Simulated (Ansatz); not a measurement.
# SiNHF (sextet): from Hartree-Fock to the top rungs, def2-TZVPP

An exercise on one series of results from a longer session: the logs are not shown, and one member is left open.

Program: Ansatz 0.2.0, Gaussian basis. Level of theory: def2-TZVPP, core rule «outside noble gas», up to 7 orbitals frozen. These are calculated values, not measurements.

Plan: UHF; ROHF; CCSD(T) on UHF.

## What is computed

The geometry is a PBE0/def2-TZVP stationary point (not a proven minimum) of the parent state, kept for this charge and spin.

4 atoms, charge 0, spin multiplicity 6.

Atoms are counted from 1 here; the program's logs count them from 0.

Bond lengths: F1–Si3 1.600 Å, N2–Si3 1.831 Å, Si3–H4 1.500 Å. Angles: F1–Si3–N2 105.3°, F1–Si3–H4 106.8°, N2–Si3–H4 106.4°.

Set-up of the first run:

in.yaml

```yaml
crystal:
  periodic: [false, false, false]
  atoms:
    - {symbol: F, position_ang: [0.072839, -0.480480, 1.191357]}
    - {symbol: N, position_ang: [0.078200, -0.504380, -1.538768]}
    - {symbol: Si, position_ang: [-0.125489, 0.523752, -0.037976]}
    - {symbol: H, position_ang: [1.037026, 1.471534, -0.014144]}
basis:
  gaussian: {orbitals: def2-TZVPP}
magnetization: {spin_polarized: true, initial_magnetization: 5}
hamiltonian: {xc: hf}
output: {orbitals: {seedname: orbitals}}
```

The run is started by

```sh
$ ansatz run in.yaml --threads 1 --pin off --events-out ev --progress --plain --max-ram 4096MiB --backend cpu
```

Among the steps run: UHF; ROHF; CCSD(T) on UHF.

One of the session's tables, all rows but one given; the rest of the session is left out.

It belongs to the step «Misses and costs». 

```
  method  from UCCSD(T) (kcal/mol)
    ROHF                         ?
     UHF                   +305.59
    UMP2                    +29.46
   UCCSD                     +9.97
UCCSD(T)                         0
```

Q: Estimate the row for ROHF from the others.

As computed: from UCCSD(T) (kcal/mol): +309.01. In the column «from UCCSD(T) (kcal/mol)» it is the highest.
